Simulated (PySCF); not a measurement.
Molecule: N-methylformamide (CNC=O, C₂H₅NO).

Mapped SMILES: `[CH3:1][NH:2][CH:3]=[O:4]`; H(Xn) means a hydrogen on atom n.

Spin–spin couplings on one PBE0-D3(BJ)/def2-SVP geometry, PySCF, gas phase, non-relativistic, equivalent pairs averaged; isotopes 13C, 1H, 15N, 17O; functional B3LYP.

Q: How do the couplings (Hz) change with the basis set? Times are CPU seconds on 1 thread of an Arm Neoverse V1, shared host. Far from the basis limit: 6-31G*, pcJ-0, 6-31G-J, def2-TZVP, cc-pVTZ.

A: 
| basis set | functions | 1J(C3,H(C3)) | 1J(C1,H(C1)) | 1J(N2,H(N2)) | 1J(N2,C3) | 1J(C1,N2) | 1J(C3,O4) | 2J(N2,H(C3)) | core-s |
| --- | --- | --- | --- | --- | --- | --- | --- | --- | --- |
| 6-31G* | 66 | 186.9 | 150.4 | -88.3 | -19.5 | -18.0 | 8.1 | -17.6 | 5.2 |
| pcJ-0 | 67 | 175.5 | 122.9 | -79.8 | -6.5 | -9.2 | 52.2 | -17.2 | 5.2 |
| 6-31G-J | 68 | 203.8 | 148.2 | -99.1 | -14.3 | -13.2 | 43.0 | -21.1 | 5.5 |
| def2-TZVP | 154 | 185.0 | 136.2 | -90.5 | -14.6 | -11.9 | 30.3 | -20.0 | 14 |
| pcJ-1 | 158 | 195.9 | 144.0 | -95.3 | -15.3 | -13.6 | 27.1 | -20.3 | 15 |
| cc-pVTZ | 190 | 174.9 | 128.1 | -84.6 | -15.8 | -9.8 | 15.2 | -18.5 | 18 |
| aug-cc-pVTZ-J | 284 | 201.4 | 145.5 | -96.9 | -14.4 | -12.0 | 27.9 | -21.3 | 44 |
| pcJ-2 | 324 | 198.7 | 143.8 | -95.8 | -14.1 | -12.1 | 27.9 | -21.0 | 65 |

The Fermi-contact term samples the wavefunction at the nucleus, which is why sets with added tight s functions (names with J) are made for couplings.
